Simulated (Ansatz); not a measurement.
SnSe (Pnma, No. 62): properties by level of theory

Reference values: equilibrium volume per atom 26.41 Å³/atom (measured, temperature not stated, not corrected to a static lattice, from a published cell, pressure not stated; as tabulated in Journal of Physics and Chemistry of Solids 47, 879 (1986)).

| level (code) | equilibrium volume per atom (Å³/atom) | enthalpy of formation (eV/atom) |
|---|---|---|
| LDA (Ansatz) | … | … |
| PBE-D3(BJ) (Ansatz) | 26.25 | … |
| r²SCAN (Ansatz) | 28.28 | -0.518 |
| r²SCAN-D4 (Ansatz) | … | … |
| r²SCAN+rVV10 (Ansatz) | … | -0.514 |

Q: Some entries are withheld; supply them.

A: 
- LDA (Ansatz, a first-principles code), equilibrium volume per atom (Å³/atom): 25.15
- LDA (Ansatz), enthalpy of formation (eV/atom): -0.431
- PBE-D3(BJ) (Ansatz), enthalpy of formation (eV/atom): -0.460
- r²SCAN-D4 (Ansatz), equilibrium volume per atom (Å³/atom): 27.97
- r²SCAN-D4 (Ansatz), enthalpy of formation (eV/atom): -0.528
- r²SCAN+rVV10 (Ansatz), equilibrium volume per atom (Å³/atom): 27.18

Caveats: LDA has no dispersion term either, though it tends to give short spacings of layers, chains or molecules (LDA); a distance lies near a switch of the dispersion term, which can move the cell (PBE-D3(BJ)); the cell comes from a level without a dispersion term, which matters for the spacing of layers, chains or molecules (r²SCAN). Ansatz's density-functional and Hartree–Fock values are scalar-relativistic unless marked +SOC, with PAW data made under PBE.

Static lattice: no zero-point or thermal effects.
